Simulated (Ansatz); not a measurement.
Process, species as SMILES: P (PH3) → [PH2-] + H+
B3LYP-D3(BJ)/def2-TZVP geometries, fixed; electronic energies without zero-point terms.
Largest species:
```
P
H 1 1.4188
H 1 1.4188 2 93.38
H 1 1.4188 2 93.38 3 93.59
```
Charge 0, spin multiplicity 1.

Effect of a fitting basis named in the input at MP2/aug-cc-pV(Q+d)Z with Ansatz (a first-principles code), against the last row, where the deprotonation energy is 370.80 kcal/mol. Cores are frozen. The default fits or decomposes integrals by the program's own choice; accuracy: high also tightens integrals, grids and stops.

```
setting                                              largest shift of a total energy (mEh)  shift of the deprotonation energy (kcal/mol)
---------------------------------------------------  -------------------------------------  --------------------------------------------
fitting: def2-universal-jkfit and def2-SVP-RIFIT                                     2.874                                        -0.495
fitting: def2-universal-jkfit and cc-pVDZ-RIFIT                                      3.062                                        -0.297
fitting: def2-universal-jkfit and cc-pVTZ-RIFIT                                      0.517                                         0.065
fitting: def2-universal-jkfit and aug-cc-pVTZ-RIFIT                                  0.256                                        -0.234
fitting: def2-universal-jkfit and cc-pVQZ-RIFIT                                      0.144                                         0.005
fitting: def2-universal-jkfit and aug-cc-pVQZ-RIFIT                                 -0.118                                        -0.145
accuracy: high                                                                       0.000                                         0.000
accuracy: medium (default)                                                           0.000                                         0.000
```

Within 0.02 kcal/mol in the deprotonation energy: fitting: def2-universal-jkfit and cc-pVQZ-RIFIT; accuracy: high. The largest shift is 3.062 mEh in a total energy and 0.495 kcal/mol in the difference.
